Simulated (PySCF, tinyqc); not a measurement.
Inside a calculation (part 1 of 2). Method: RKS/BP86 in the sto-3g basis, for CH+, spin multiplicity 1. The lowest restricted solution is unstable here: a spin-polarised one lies 0.0046 hartree lower (PySCF). Computed by tinyqc, a small Python program that keeps every step (integrals from PySCF). Settings: charge = 1, multiplicity = 1, basis = sto-3g, energy threshold = 1e-10, iteration cap = 72, orthogonalisation = symmetric, start = core, DIIS depth = 4, damping = 0.5, method = RKS, functional = b88,p86, grid = [40, 26]. Command: `OMP_NUM_THREADS=1 python tinyqc.py 24078 24079 out.jsonl` (the two numbers bound the seeds that draw the settings). One thread of a shared host (Intel(R) Xeon(R) Processor @ 2.60GHz), about 0.6 s of CPU time with the checks. Later iterations appear only in the table of the cycle.

## One-electron integrals

Geometry (angstrom):
```
atom         x         y         z
C     0.000000  0.000000  0.000000
H     0.000000  0.000000  1.902000
```

Basis sto-3g: exponents (1/bohr^2) and contraction coefficients of normalised primitives:
```
element  l (shell)   exponent  coefficient
C            s (1)  71.616837     0.154329
C            s (1)  13.045096     0.535328
C            s (1)   3.530512     0.444635
C            s (2)   2.941249    -0.099967
C            s (2)   0.683483     0.399513
C            s (2)   0.222290     0.700115
C            p (3)   2.941249     0.155916
C            p (3)   0.683483     0.607684
C            p (3)   0.222290     0.391957
H            s (1)   3.425251     0.154329
H            s (1)   0.623914     0.535328
H            s (1)   0.168855     0.444635
```

Overlap, kinetic and nuclear-attraction integrals over the contracted functions; the nuclear repulsion is the sum of Za Zb / Rab.

nuclear repulsion = 1.66932874 hartree

overlap S, lower triangle:
```
           1C 1s     1C 2s    1C 2px    1C 2py    1C 2pz     2H 1s
1C 1s   1.000000
1C 2s   0.248362  1.000000
1C 2px  0.000000  0.000000  1.000000
1C 2py  0.000000  0.000000  0.000000  1.000000
1C 2pz  0.000000  0.000000  0.000000  0.000000  1.000000
2H 1s   0.010015  0.151908  0.000000  0.000000  0.184326  1.000000
```

kinetic energy T (hartree), lower triangle:
```
            1C 1s      1C 2s    1C 2px    1C 2py    1C 2pz     2H 1s
1C 1s   15.891122
1C 2s   -0.085890   0.472250
1C 2px   0.000000   0.000000  1.477728
1C 2py   0.000000   0.000000  0.000000  1.477728
1C 2pz   0.000000   0.000000  0.000000  0.000000  1.477728
2H 1s   -0.003083  -0.010994  0.000000  0.000000  0.015100  0.760032
```

nuclear attraction V (hartree), lower triangle:
```
             1C 1s      1C 2s     1C 2px     1C 2py     1C 2pz      2H 1s
1C 1s   -33.930963
1C 2s    -4.261328  -5.467892
1C 2px    0.000000   0.000000  -5.415498
1C 2py    0.000000   0.000000   0.000000  -5.415498
1C 2pz   -0.005562  -0.064713   0.000000   0.000000  -5.447867
2H 1s    -0.174259  -0.569494   0.000000   0.000000  -0.622243  -2.894903
```

core Hamiltonian H = T + V (hartree), lower triangle:
```
             1C 1s      1C 2s     1C 2px     1C 2py     1C 2pz      2H 1s
1C 1s   -18.039841
1C 2s    -4.347218  -4.995642
1C 2px    0.000000   0.000000  -3.937770
1C 2py    0.000000   0.000000   0.000000  -3.937770
1C 2pz   -0.005562  -0.064713   0.000000   0.000000  -3.970139
2H 1s    -0.177342  -0.580488   0.000000   0.000000  -0.607143  -2.134871
```

## Two-electron integrals

Functions are numbered as in S; the eight-fold symmetry (ij|kl) = (ji|kl) = (kl|ij) leaves the list below.

Two-electron integrals (ij|kl) in chemists' order, unique and non-zero (hartree):
```
(11|11) 3.541948   (21|11) 0.576921   (21|21) 0.111888   (22|11) 0.854682
(22|21) 0.205284   (22|22) 0.624709   (31|31) 0.020296   (32|31) 0.030858
(32|32) 0.137996   (33|11) 0.852436   (33|21) 0.205335   (33|22) 0.624568
(33|33) 0.672833   (41|41) 0.020296   (42|41) 0.030858   (42|42) 0.137996
(43|43) 0.036269   (44|11) 0.852436   (44|21) 0.205335   (44|22) 0.624568
(44|33) 0.600295   (44|44) 0.672833   (51|51) 0.020296   (52|51) 0.030858
(52|52) 0.137996   (53|53) 0.036269   (54|54) 0.036269   (55|11) 0.852436
(55|21) 0.205335   (55|22) 0.624568   (55|33) 0.600295   (55|44) 0.600295
(55|55) 0.672833   (61|11) 0.023344   (61|21) 0.004503   (61|22) 0.008260
(61|33) 0.008239   (61|44) 0.008239   (61|51) 0.000272   (61|52) 0.000510
(61|55) 0.008306   (61|61) 0.000185   (62|11) 0.080330   (62|21) 0.019673
(62|22) 0.069505   (62|33) 0.067742   (62|44) 0.067742   (62|51) 0.001831
(62|52) 0.014650   (62|55) 0.072955   (62|61) 0.000827   (62|62) 0.012462
(63|31) 0.001628   (63|32) 0.009542   (63|53) 0.002626   (63|63) 0.001203
(64|41) 0.001628   (64|42) 0.009542   (64|54) 0.002626   (64|64) 0.001203
(65|11) 0.082778   (65|21) 0.020473   (65|22) 0.076357   (65|33) 0.073014
(65|44) 0.073014   (65|51) 0.003091   (65|52) 0.023075   (65|55) 0.082954
(65|61) 0.000883   (65|62) 0.016038   (65|65) 0.021460   (66|11) 0.278030
(66|21) 0.069040   (66|22) 0.276643   (66|33) 0.266838   (66|44) 0.266838
(66|51) 0.005515   (66|52) 0.062455   (66|55) 0.296023   (66|61) 0.002890
(66|62) 0.072878   (66|65) 0.103272   (66|66) 0.774606
```

## Orthogonalisation

S = U s U^T; symmetric (Loewdin) form X = U s^(-1/2) U^T, so that X^T S X = 1.

eigenvalues of S: 0.693241  0.848054  1.000000  1.000000  1.141950  1.316756

X, lower triangle:
```
            1C 1s      1C 2s    1C 2px    1C 2py     1C 2pz     2H 1s
1C 1s    1.024451
1C 2s   -0.130614   1.033877
1C 2px   0.000000   0.000000  1.000000
1C 2py   0.000000   0.000000  0.000000  1.000000
1C 2pz  -0.001637   0.011329  0.000000  0.000000   1.013304
2H 1s    0.010068  -0.081027  0.000000  0.000000  -0.095642  1.022551
```

## Starting guess

The start is the orbitals of the core Hamiltonian; D = 2 C_occ C_occ^T.

D at the start, lower triangle:
```
            1C 1s      1C 2s    1C 2px    1C 2py     1C 2pz     2H 1s
1C 1s    2.132747
1C 2s   -0.535509   2.159822
1C 2px   0.000000   0.000000  0.000000
1C 2py   0.000000   0.000000  0.000000  0.000000
1C 2pz  -0.007543   0.035766  0.000000  0.000000   2.044479
2H 1s    0.027656  -0.106319  0.000000  0.000000  -0.149950  0.015979
```

## Iteration 1: exchange-correlation on the grid

Becke grid with 40 radial and 26 angular points per atom, points of zero weight dropped. rho = sum D_ij phi_i phi_j; V_xc,ij = sum w v_xc phi_i phi_j plus the gradient terms; v_xc is d(rho eps)/d rho at fixed gradient.

The 12 grid points with the largest w rho, of 2080 (bohr, atomic units):
```
x                y          z         w       rho  |grad rho|^2     eps_xc       v_xc
0.000000  0.000000  -1.380362  0.230531  0.218502      0.169310  -0.514316  -0.645199
0.000000  0.000000   1.380362  0.221319  0.219220      0.181418  -0.515517  -0.645032
0.000000  0.000000  -1.593376  0.340485  0.141646      0.095681  -0.456703  -0.556861
0.000000  0.000000  -1.188483  0.153678  0.305734      0.246209  -0.565910  -0.722215
0.000000  0.000000   1.188483  0.151656  0.309528      0.263767  -0.568359  -0.724631
0.000000  0.000000   1.593376  0.303894  0.139713      0.102208  -0.456445  -0.552723
0.000000  0.000000  -1.829173  0.496115  0.081831      0.040268  -0.394986  -0.461790
0.000000  0.000000   1.016255  0.100259  0.403752      0.332423  -0.614204  -0.791668
0.000000  0.000000  -1.016255  0.100652  0.396868      0.312023  -0.610829  -0.787546
0.000000  0.000000   0.862319  0.064548  0.495108      0.367446  -0.652562  -0.846837
0.000000  0.000000  -0.862319  0.064616  0.485674      0.350490  -0.648668  -0.841714
0.000000  0.000000  -2.089617  0.714513  0.042206      0.012097  -0.332746  -0.368923
```

electrons on the grid, sum of w rho = 6.000768

E_xc = sum of w rho eps_xc = -5.39299003 hartree

V_xc (hartree), lower triangle:
```
            1C 1s      1C 2s     1C 2px     1C 2py     1C 2pz      2H 1s
1C 1s   -2.300816
1C 2s   -0.318254  -0.528470
1C 2px   0.000000   0.000000  -0.489027
1C 2py   0.000000   0.000000   0.000000  -0.489027
1C 2pz  -0.000291  -0.000214   0.000000   0.000000  -0.591480
2H 1s   -0.013102  -0.049052   0.000000   0.000000  -0.051106  -0.127657
```

## Iteration 1: building the Kohn-Sham matrix

J_ij = sum D_kl (ij|kl); F = H + J + V_xc; E = tr D H + tr D J / 2 + E_xc + E_nn.

Coulomb J (hartree), lower triangle:
```
            1C 1s     1C 2s    1C 2px    1C 2py    1C 2pz     2H 1s
1C 1s   10.488762
1C 2s    1.964802  4.196333
1C 2px   0.000000  0.000000  4.142779
1C 2py   0.000000  0.000000  0.000000  4.142779
1C 2pz   0.000688  0.000397  0.000000  0.000000  4.287461
2H 1s    0.079434  0.444297  0.000000  0.000000  0.482589  1.692191
```

Kohn-Sham matrix F (hartree), lower triangle:
```
            1C 1s      1C 2s     1C 2px     1C 2py     1C 2pz      2H 1s
1C 1s   -9.851895
1C 2s   -2.700670  -1.327779
1C 2px   0.000000   0.000000  -0.284018
1C 2py   0.000000   0.000000   0.000000  -0.284018
1C 2pz  -0.005165  -0.064530   0.000000   0.000000  -0.274158
2H 1s   -0.111009  -0.185244   0.000000   0.000000  -0.175660  -0.570337
```

total energy of this density = -37.24827150 hartree

This density is the starting one.

## Iteration 1: diagonalisation and new density

Diagonalise F' = X^T F X, C = X C', fill 3 alpha and 3 beta electrons from the bottom; D = 2 C_occ C_occ^T; the new density keeps 0.5 of the old one (damping). Each column has its largest component positive (the first on a tie).

F' = X^T F X (hartree), lower triangle:
```
           1          2          3          4          5          6
1  -9.641345
2  -1.402898  -0.834213
3   0.000000   0.000000  -0.284018
4   0.000000   0.000000   0.000000  -0.284018
5  -0.002526  -0.051888   0.000000   0.000000  -0.253865
6   0.014896  -0.064114   0.000000   0.000000  -0.098528  -0.542389
```

orbital energies (hartree): MO1 -9.859428, MO2 -0.676383, MO3 -0.514849, MO4 -0.284018, MO5 -0.284018, MO6 -0.221152

coefficients C:
```
              MO1        MO2        MO3       MO4        MO5        MO6
1C 1s    0.992224  -0.223478   0.178715  0.000000   0.000000   0.016564
1C 2s    0.029793   0.789354  -0.682990  0.000000   0.000000  -0.047045
1C 2px   0.000000   0.000000   0.000000  0.954948  -0.296773   0.000000
1C 2py   0.000000   0.000000   0.000000  0.296773   0.954948   0.000000
1C 2pz   0.001270   0.185038   0.099692  0.000000   0.000000   0.995934
2H 1s   -0.003124   0.483359   0.831426  0.000000   0.000000  -0.369473
```

D after iteration 1, lower triangle:
```
            1C 1s      1C 2s    1C 2px    1C 2py    1C 2pz     2H 1s
1C 1s    2.132764
1C 2s   -0.536657   2.170353
1C 2px   0.000000   0.000000  0.000000
1C 2py   0.000000   0.000000  0.000000  0.000000
1C 2pz  -0.026046   0.095892  0.000000  0.000000  1.066419
2H 1s    0.051297  -0.239566  0.000000  0.000000  0.097348  0.932904
```

Within a degenerate level the vectors are fixed only up to a rotation; this is one choice.

## Iteration 2: exchange-correlation on the grid

As before.

The 12 grid points with the largest w rho, of 2080 (bohr, atomic units):
```
x                y          z         w       rho  |grad rho|^2     eps_xc       v_xc
0.000000  0.000000   1.380362  0.221319  0.153426      0.082042  -0.463155  -0.576192
0.000000  0.000000   1.188483  0.151656  0.214622      0.121269  -0.508782  -0.644965
0.000000  0.000000  -1.380362  0.230531  0.134405      0.066227  -0.446145  -0.551545
0.000000  0.000000   1.593376  0.303894  0.100930      0.042354  -0.412289  -0.501204
0.000000  0.000000  -1.593376  0.340485  0.086687      0.036254  -0.397135  -0.474771
0.000000  0.000000  -1.188483  0.153678  0.189050      0.095924  -0.490010  -0.619192
0.000000  0.000000   1.016255  0.100259  0.277574      0.141972  -0.547365  -0.703231
0.000000  0.000000  -1.829173  0.496115  0.050106      0.014901  -0.345044  -0.393469
0.000000  0.000000  -1.016255  0.100652  0.245042      0.112985  -0.527162  -0.675725
0.000000  0.000000   1.829173  0.372282  0.062745      0.014361  -0.358243  -0.431874
0.000000  0.000000   0.862319  0.064548  0.335726      0.143118  -0.578485  -0.749308
0.976063  0.000000   0.976063  0.183176  0.106468      0.047741  -0.418853  -0.509715
```

electrons on the grid, sum of w rho = 5.996232

E_xc = sum of w rho eps_xc = -5.17186237 hartree

V_xc (hartree), lower triangle:
```
            1C 1s      1C 2s     1C 2px     1C 2py     1C 2pz      2H 1s
1C 1s   -2.294622
1C 2s   -0.312005  -0.498092
1C 2px   0.000000   0.000000  -0.469819
1C 2py   0.000000   0.000000   0.000000  -0.469819
1C 2pz  -0.001027  -0.008779   0.000000   0.000000  -0.538426
2H 1s   -0.012841  -0.058530   0.000000   0.000000  -0.069591  -0.424612
```

## Iteration 2: building the Kohn-Sham matrix

As before.

Coulomb J (hartree), lower triangle:
```
           1C 1s     1C 2s    1C 2px    1C 2py    1C 2pz     2H 1s
1C 1s   9.938334
1C 2s   1.834287  3.864884
1C 2px  0.000000  0.000000  3.824894
1C 2py  0.000000  0.000000  0.000000  3.824894
1C 2pz  0.009758  0.080648  0.000000  0.000000  3.928920
2H 1s   0.074314  0.446799  0.000000  0.000000  0.505949  2.154777
```

Kohn-Sham matrix F (hartree), lower triangle:
```
             1C 1s      1C 2s     1C 2px     1C 2py     1C 2pz      2H 1s
1C 1s   -10.396129
1C 2s    -2.824936  -1.628851
1C 2px    0.000000   0.000000  -0.582695
1C 2py    0.000000   0.000000   0.000000  -0.582695
1C 2pz    0.003169   0.007156   0.000000   0.000000  -0.579644
2H 1s    -0.115869  -0.192220   0.000000   0.000000  -0.170785  -0.404707
```

total energy of this density = -37.38818293 hartree

This density is a damped mixture and is not idempotent.

## Iteration 2: DIIS over 2 matrices

error matrix X^T (FDS - SDF) X:
```
           1          2         3         4          5          6
1   0.000000   0.001342  0.000000  0.000000   0.001108  -0.029839
2  -0.001342   0.000000  0.000000  0.000000  -0.060448   0.076820
3   0.000000   0.000000  0.000000  0.000000   0.000000   0.000000
4   0.000000   0.000000  0.000000  0.000000   0.000000   0.000000
5  -0.001108   0.060448  0.000000  0.000000   0.000000  -0.036581
6   0.029839  -0.076820  0.000000  0.000000   0.036581   0.000000
```

B (overlaps of the stored error matrices):
```
               1              2
1  1.1920773e-01  5.9928260e-03
2  5.9928260e-03  2.3573689e-02
```

Minimise |sum c_i e_i|^2 with sum c_i = 1: solve [B -1; -1 0][c; lambda] = [0; -1] with B_ij = tr e_i^T e_j, and take F = sum c_i F_i.

DIIS coefficients: 0.134415  0.865585

extrapolated F (hartree), lower triangle:
```
             1C 1s      1C 2s     1C 2px     1C 2py     1C 2pz      2H 1s
1C 1s   -10.322976
1C 2s    -2.808233  -1.588382
1C 2px    0.000000   0.000000  -0.542549
1C 2py    0.000000   0.000000   0.000000  -0.542549
1C 2pz    0.002049  -0.002480   0.000000   0.000000  -0.538582
2H 1s    -0.115216  -0.191282   0.000000   0.000000  -0.171440  -0.426970
```

## Iteration 2: diagonalisation and new density

As before.

F' = X^T F X (hartree), lower triangle:
```
            1          2          3          4          5          6
1  -10.111460
2   -1.420428  -1.088504
3    0.000000   0.000000  -0.542549
4    0.000000   0.000000   0.000000  -0.542549
5   -0.002667   0.007633   0.000000   0.000000  -0.523496
6    0.014253  -0.067392   0.000000   0.000000  -0.087485  -0.395448
```

orbital energies (hartree): MO1 -10.329788, MO2 -0.879998, MO3 -0.566098, MO4 -0.542549, MO5 -0.542549, MO6 -0.343024

coefficients C:
```
              MO1        MO2        MO3       MO4        MO5        MO6
1C 1s    0.992714  -0.280318   0.023976  0.000000   0.000000   0.045063
1C 2s    0.027999   1.019530  -0.101845  0.000000   0.000000  -0.205078
1C 2px   0.000000   0.000000   0.000000  0.522994   0.852336   0.000000
1C 2py   0.000000   0.000000   0.000000  0.852336  -0.522994   0.000000
1C 2pz   0.000289   0.010818   0.869109  0.000000   0.000000  -0.529713
2H 1s   -0.002767   0.064017   0.360928  0.000000   0.000000   0.962835
```

D after iteration 2, lower triangle:
```
            1C 1s      1C 2s    1C 2px    1C 2py    1C 2pz     2H 1s
1C 1s    2.131016
1C 2s   -0.528769   2.135774
1C 2px   0.000000   0.000000  0.000000
1C 2py   0.000000   0.000000  0.000000  0.000000
1C 2pz   0.005069  -0.029531  0.000000  0.000000  1.288677
2H 1s    0.013610  -0.091352  0.000000  0.000000  0.363051  0.600827
```

Within a degenerate level the vectors are fixed only up to a rotation; this is one choice.

## Iteration 34 (converged): orbitals

converged F (hartree), lower triangle:
```
             1C 1s      1C 2s     1C 2px     1C 2py     1C 2pz      2H 1s
1C 1s   -10.314119
1C 2s    -2.805332  -1.573501
1C 2px    0.000000   0.000000  -0.528071
1C 2py    0.000000   0.000000   0.000000  -0.528071
1C 2pz   -0.004917  -0.030879   0.000000   0.000000  -0.522913
2H 1s    -0.115206  -0.195671   0.000000   0.000000  -0.179562  -0.495337
```

Diagonalise F' = X^T F X, C = X C', fill 3 alpha and 3 beta electrons from the bottom; D = 2 C_occ C_occ^T. Each column has its largest component positive (the first on a tie).

F' = X^T F X (hartree), lower triangle:
```
            1          2          3          4          5          6
1  -10.102671
2   -1.420532  -1.073571
3    0.000000   0.000000  -0.528071
4    0.000000   0.000000   0.000000  -0.528071
5   -0.006242  -0.020270   0.000000   0.000000  -0.507076
6    0.014502  -0.065022   0.000000   0.000000  -0.088614  -0.464807
```

orbital energies (hartree): MO1 -10.320897, MO2 -0.869569, MO3 -0.566464, MO4 -0.528071, MO5 -0.528071, MO6 -0.391194

coefficients C:
```
              MO1        MO2        MO3       MO4        MO5        MO6
1C 1s    0.992736  -0.276907   0.056600  0.000000   0.000000   0.035483
1C 2s    0.027923   1.005851  -0.230064  0.000000   0.000000  -0.164957
1C 2px   0.000000   0.000000   0.000000  0.772333  -0.635218   0.000000
1C 2py   0.000000   0.000000   0.000000  0.635218   0.772333   0.000000
1C 2pz   0.001095   0.091053   0.751049  0.000000   0.000000  -0.680953
2H 1s   -0.002895   0.096769   0.526094  0.000000   0.000000   0.880499
```

D after iteration 34, lower triangle:
```
            1C 1s      1C 2s    1C 2px    1C 2py    1C 2pz     2H 1s
1C 1s    2.130812
1C 2s   -0.527657   2.130888
1C 2px   0.000000   0.000000  0.000000
1C 2py   0.000000   0.000000  0.000000  0.000000
1C 2pz   0.036767  -0.162345  0.000000  0.000000  1.144732
2H 1s    0.000213  -0.047561  0.000000  0.000000  0.807860  0.572295
```

Within a degenerate level the vectors are fixed only up to a rotation; this is one choice.

## Convergence

Stop when the energy changes by less than 1e-10 hartree and every element of the error matrix X^T (F D S - S D F) X is below 3e-06.

Course of the cycle:
```
iteration   E (hartree)     change  largest element of the error matrix
1          -37.24827150          -                             2.06e-01
2          -37.38818293  -1.40e-01                             7.68e-02
3          -37.46717173  -7.90e-02                             5.40e-02
4          -37.49303840  -2.59e-02                             1.14e-01
5          -37.51984007  -2.68e-02                             5.60e-02
6          -37.52502340  -5.18e-03                             9.46e-02
7          -37.52997394  -4.95e-03                             9.66e-02
8          -37.53604429  -6.07e-03                             6.62e-02
9          -37.53958143  -3.54e-03                             3.08e-02
10         -37.54078906  -1.21e-03                             1.61e-02
11         -37.54131549  -5.26e-04                             8.18e-03
12         -37.54155538  -2.40e-04                             4.12e-03
13         -37.54166928  -1.14e-04                             2.07e-03
14         -37.54172471  -5.54e-05                             1.04e-03
...                 ...        ...                                  ...
21         -37.54177868  -4.21e-07                             8.10e-06
22         -37.54177889  -2.10e-07                             4.05e-06
23         -37.54177900  -1.05e-07                             2.02e-06
24         -37.54177905  -5.26e-08                             1.01e-06
25         -37.54177907  -2.63e-08                             5.06e-07
26         -37.54177909  -1.32e-08                             2.53e-07
27         -37.54177909  -6.58e-09                             1.27e-07
28         -37.54177910  -3.29e-09                             6.33e-08
29         -37.54177910  -1.64e-09                             3.16e-08
30         -37.54177910  -8.22e-10                             1.58e-08
31         -37.54177910  -4.11e-10                             7.91e-09
32         -37.54177910  -2.06e-10                             3.95e-09
33         -37.54177910  -1.03e-10                             1.98e-09
34         -37.54177910  -5.14e-11                             9.89e-10
```

PySCF RKS in the same basis, fine grid = -37.54359870 hartree

Converged in 34 iterations. The coarse grid moves the energy by +1.82e-03 hartree.
